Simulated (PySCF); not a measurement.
All values below come from M06-2X/def2-TZVP // B3LYP-D3(BJ)/def2-SVP in PySCF 2.14.0. All species are isolated molecules in the gas phase. Delta-SCF ions had no search for a lower state. Excitations are Tamm–Dancoff values on a coarser integration grid. The basis has no diffuse functions, so Rydberg states are missing or too high.

Reference species (SMILES): `CSC` (neutral, multiplicity 1).

The dipole moment comes out as 1.57 D. The S1–T1 gap (TDA) is 0.41 eV. The T1 excitation (TDA) is 4.96 eV and the vertical ionisation energy (Delta-SCF) is 8.75 eV.

Changed species: `CC#N` (free base CH3CN; the reference has free base S(CH3)2).

Q: What does the change do to the dipole moment, S1–T1 gap (TDA), T1 excitation (TDA) and vertical ionisation energy (Delta-SCF)?

A: the dipole moment rises by 2.45 D, to 4.02 D; the S1–T1 gap (TDA) rises by 0.21 eV, to 0.62 eV; the T1 excitation (TDA) rises by 1.61 eV, to 6.57 eV; the vertical ionisation energy (Delta-SCF) rises by 3.61 eV, to 12.36 eV.
